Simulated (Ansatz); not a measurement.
Reaction (SMILES): C#N (CH-N) → [C-]#[NH+] (C-NH)
B3LYP-D3(BJ)/def2-TZVP geometries, fixed; electronic energies without zero-point terms.

Basis-set convergence of the isomerisation energy at MP2 with Ansatz (a quantum-chemistry and plane-wave program). Cartesian d functions, on some or all atoms, in 6-31G*, 6-31+G*; all else is spherical. Cores are frozen. No added dispersion term, no relativity. Functions are those of the species that has most. Reference: Hartree-Fock in aug-cc-pVQZ plus the correlation part extrapolated as X^-3 from aug-cc-pVTZ and aug-cc-pVQZ, 17.50 kcal/mol, itself unsure by roughly 0.04 kcal/mol (a third of the extrapolation step and of the last Hartree-Fock step). Deviations are taken from unrounded values.

```json
[
 {"basis": "6-31G*", "functions": "32", "isomerisation energy (kcal/mol)": "20.35"},
 {"basis": "6-31+G*", "functions": "40", "isomerisation energy (kcal/mol)": "18.40"},
 {"basis": "cc-pVDZ", "functions": "33", "isomerisation energy (kcal/mol)": "18.42"},
 {"basis": "aug-cc-pVDZ", "functions": "55", "isomerisation energy (kcal/mol)": "17.20"},
 {"basis": "def2-SVP", "functions": "33", "isomerisation energy (kcal/mol)": "17.62"},
 {"basis": "def2-SVPD", "functions": "48", "isomerisation energy (kcal/mol)": "17.28"},
 {"basis": "pcseg-1", "functions": "33", "isomerisation energy (kcal/mol)": "17.56"},
 {"basis": "aug-pcseg-1", "functions": "55", "isomerisation energy (kcal/mol)": "18.05"},
 {"basis": "6-311G**", "functions": "42", "isomerisation energy (kcal/mol)": "18.45"},
 {"basis": "6-311+G**", "functions": "50", "isomerisation energy (kcal/mol)": "18.21"},
 {"basis": "def2-TZVP", "functions": "68", "isomerisation energy (kcal/mol)": "18.16"},
 {"basis": "def2-TZVPD", "functions": "83", "isomerisation energy (kcal/mol)": "17.93"},
 {"basis": "cc-pVTZ", "functions": "74", "isomerisation energy (kcal/mol)": "17.59"},
 {"basis": "aug-cc-pVTZ", "functions": "115", "isomerisation energy (kcal/mol)": "17.49"},
 {"basis": "pcseg-2", "functions": "74", "isomerisation energy (kcal/mol)": "17.80"},
 {"basis": "aug-pcseg-2", "functions": "115", "isomerisation energy (kcal/mol)": "17.70"},
 {"basis": "def2-TZVPP", "functions": "76", "isomerisation energy (kcal/mol)": "17.57"},
 {"basis": "def2-TZVPPD", "functions": "91", "isomerisation energy (kcal/mol)": "17.53"},
 {"basis": "cc-pVQZ", "functions": "140", "isomerisation energy (kcal/mol)": "17.50"},
 {"basis": "aug-cc-pVQZ", "functions": "206", "isomerisation energy (kcal/mol)": "17.46"},
 {"basis": "def2-QZVPP", "functions": "144", "isomerisation energy (kcal/mol)": "17.47"},
 {"basis": "def2-QZVPPD", "functions": "159", "isomerisation energy (kcal/mol)": "17.43"},
 {"basis": "pcseg-3", "functions": "153", "isomerisation energy (kcal/mol)": "17.61"},
 {"basis": "aug-pcseg-3", "functions": "219", "isomerisation energy (kcal/mol)": "17.61"}
]
```

What the diffuse functions change, pair by pair:
- 6-31G* to 6-31+G*: 8 more functions, deviation 2.84 to 0.89 kcal/mol
- cc-pVDZ to aug-cc-pVDZ: 22 more functions, deviation 0.91 to -0.30 kcal/mol
- def2-SVP to def2-SVPD: 15 more functions, deviation 0.12 to -0.23 kcal/mol
- pcseg-1 to aug-pcseg-1: 22 more functions, deviation 0.05 to 0.55 kcal/mol
- 6-311G** to 6-311+G**: 8 more functions, deviation 0.95 to 0.70 kcal/mol
- def2-TZVP to def2-TZVPD: 15 more functions, deviation 0.65 to 0.43 kcal/mol
- cc-pVTZ to aug-cc-pVTZ: 41 more functions, deviation 0.09 to -0.01 kcal/mol
- pcseg-2 to aug-pcseg-2: 41 more functions, deviation 0.30 to 0.20 kcal/mol
- def2-TZVPP to def2-TZVPPD: 15 more functions, deviation 0.07 to 0.02 kcal/mol
- cc-pVQZ to aug-cc-pVQZ: 66 more functions, deviation 0.00 to -0.04 kcal/mol
- def2-QZVPP to def2-QZVPPD: 15 more functions, deviation -0.03 to -0.07 kcal/mol
- pcseg-3 to aug-pcseg-3: 66 more functions, deviation 0.11 to 0.11 kcal/mol

Leaving out the reference's own pair, they bring the value nearer the reference by more than 0.04 kcal/mol in 7 of 11 pairs.
